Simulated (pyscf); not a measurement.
Routes from H₃Ge–GeH₃ + HCl

Candidate steps break at most two bonds and form at most two. Each was searched with GFN2-xTB (tblite) first. PySCF, gas phase, ωB97X-D3(BJ)/def2-SVP geometries. Energies: ωB97M-D3(BJ)/def2-TZVP, kcal/mol, from the separated reactants, singlet surface; ΔG‡ with ideal gas, 1 atm, RRHO with modes under 100 cm⁻¹ raised to 100, one conformer, R ln 2 for chiral ones without a mode under 150 cm⁻¹.

```tsv
products	type	ΔE‡	ΔE	ΔG‡ 298 K	ΔG‡ 900 K	ν‡ (cm⁻¹)
Cl–GeH₂–GeH₃ + H₂	four-centre exchange	37.6	-11.8	46.5	65.2	866i
Cl–GeH₃ + GeH₄	four-centre exchange	45.1	-10.6	52.9	70.5	880i
```

Plain bond fissions and candidates not yet searched are not listed, and one of them may be faster. Each barrier is that of the saddle found; lower ones may exist. Elements up to Kr have no core potential and no relativistic terms here.
